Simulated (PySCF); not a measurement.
## Level of theory and adiabatic energies of losing or gaining an electron: methoxide

Structure: `C[O-]` ([CH3O]-).

All levels share the PBE0-D3(BJ)/ma-def2-SVP structures and the PBE0-D3(BJ)/ma-def2-SVP thermal terms; only the single-point energies (PySCF) change. Values are adiabatic energies of losing or gaining an electron (0 K, eV).

```jsonl
{"level": "HF/jun-cc-pV(T+d)Z", "detachment energy to the radical": "-0.30", "abs. error": "1.87", "time": "1.2 s"}
{"level": "CCSD(T)/jun-cc-pV(T+d)Z", "detachment energy to the radical": "1.45", "abs. error": "0.12", "time": "4.3 min"}
{"level": "ωB97X-D3(BJ)/ma-def2-TZVP", "detachment energy to the radical": "1.47", "abs. error": "0.10", "time": "–"}
{"level": "MP2/jun-cc-pV(T+d)Z", "detachment energy to the radical": "1.78", "abs. error": "0.21", "time": "9.3 s"}
{"level": "ATcT 1.112", "detachment energy to the radical": "1.57", "abs. error": "", "time": ""}
```

Times are wall times for all single points of a level on 1 thread of AMD EPYC 9R45 96-Core, a shared host; the dash marks the run that also made the structures.

Hartree-Fock leaves out electron correlation, so its ionisation energies and electron affinities from energy differences come out too low, often by 1 eV or more.

The spread: 2.08 eV, from -0.30 to 1.78.
